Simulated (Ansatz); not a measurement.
# C₂H₃F (singlet): wave-function methods side by side, STO-3G

The task here is to estimate one member of a computed series from the others.

The runs use Ansatz 0.2.0, Gaussian basis; STO-3G, core rule «outside noble gas», up to 3 orbitals frozen.

To be run: UHF; CCSD(T) on RHF; CCSD(T) on UHF; BCCD(T) on RHF; CISD; CCSDT(Q) on RHF; CCSDT(Q) on UHF; CISDTQ; CCSDTQ on RHF; CCSDTQ on UHF; CASSCF and MRCISD+Q, 8 electrons in 8 orbitals; CASSCF and MRCISD+Q(relaxed), 8 electrons in 8 orbitals; CASSCF and NEVPT2, 8 electrons in 8 orbitals; Full CI.

17 further runs of the same task are left out: 17 set aside as unsound or not needed.

### What is computed

The geometry is an MP2(full)/6-31G* stationary point (not a proven minimum).

6 atoms, charge 0, spin multiplicity 1.

Atoms are counted from 1 here; the program's logs count them from 0.

Bond lengths: C1–C2 1.327 Å, C1–F3 1.354 Å, C1–H4 1.084 Å, C2–H5 1.082 Å, C2–H6 1.081 Å. Angles: C2–C1–F3 122.0°, C2–C1–H4 126.0°, F3–C1–H4 112.0°, C1–C2–H5 121.3°, C1–C2–H6 119.5°, H5–C2–H6 119.2°.

Set-up of the first run:

in.yaml reads:

```yaml
crystal:
  periodic: [false, false, false]
  atoms:
    - {symbol: C, position_ang: [0.093343, 0.459824, 0.000000]}
    - {symbol: C, position_ang: [1.285266, -0.122977, 0.000000]}
    - {symbol: F, position_ang: [-1.055586, -0.256222, 0.000000]}
    - {symbol: H, position_ang: [-0.093102, 1.527888, 0.000000]}
    - {symbol: H, position_ang: [1.384691, -1.200723, 0.000000]}
    - {symbol: H, position_ang: [2.177267, 0.488389, 0.000000]}
basis:
  gaussian: {orbitals: STO-3G}
magnetization: {spin_polarized: true, initial_magnetization: 0}
hamiltonian: {xc: hf}
output: {orbitals: {seedname: orbitals}}
```

The run is started by

```
> ansatz run in.yaml --threads 1 --pin off --events-out ev --progress --plain --max-ram 2880MiB --backend cpu
```

Among the steps run: UHF; CCSD(T) on RHF; CCSD(T) on UHF; BCCD(T) on RHF; CISD; CCSDT(Q) on RHF; CCSDT(Q) on UHF; CISDTQ; CCSDTQ on RHF; CCSDTQ on UHF; CASSCF and MRCISD+Q, 8 electrons in 8 orbitals; CASSCF and MRCISD+Q(relaxed), 8 electrons in 8 orbitals; CASSCF and NEVPT2, 8 electrons in 8 orbitals; Full CI.

One table of the session follows, with a row left open; its other results are not shown here.

| method | from FCI (meV) |
| --- | --- |
| RHF | +4830.8 |
| UHF | +4755.0 |
| RMP2 | +1156.1 |
| CISD | +421.9 |
| RCCSD | +97.6 |
| RCCSD(T) | ? |
| BCCD(T) | +25.0 |
| RCCSDT | +11.6 |
| CISDTQ | +16.9 |
| RCCSDT(Q) | +0.4 |
| RCCSDTQ | 0.0 |
| CASSCF frontier | +1765.9 |
| NEVPT2 frontier | +543.6 |
| MRCISD frontier | +69.3 |
| MRCISD+Q frontier | +3.8 |
| MRCISD+Q(relaxed) frontier | -7.0 |
| FCI | 0 |

Q: Estimate the row for RCCSD(T) from the others.

The run gave: from FCI (meV): +24.9. In the column «from FCI (meV)» it lies between CISDTQ (+16.9) and BCCD(T) (+25.0).

Limits of these values: MRCISD+Q(relaxed) frontier falls below full CI: the +Q correction isn't variational, and the cores differ from full CI's.
